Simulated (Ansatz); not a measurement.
```xyz
9

O    -1.191    1.655    0.384
C    -0.468    0.581    0.114
C    -0.582   -0.571   -0.552
C     0.825   -0.838   -0.101
O     0.806    0.467    0.590
H    -0.662    2.250    0.927
H    -1.326   -1.078   -1.137
H     0.985   -1.632    0.632
H     1.613   -0.834   -0.857
```

The species carries charge 0 and has multiplicity 1.

Problem. List the CAM-B3LYP/def2-TZVPP orbital energies in eV (the Gaussian-basis code of Ansatz). (Estimate.)

Solution. Ansatz gave: Occupied: -523.95, -523.32, -281.97, -280.56, -278.31, -32.83, -31.13, -22.99, -20.84, -18.31, -16.13, -15.81, -15.50, -13.20, -12.91, -12.48, -11.48, -10.52, -7.57. Lowest empty: 1.81, 2.67, 2.70, 3.17, 3.73, 4.04, 4.57, 5.43.
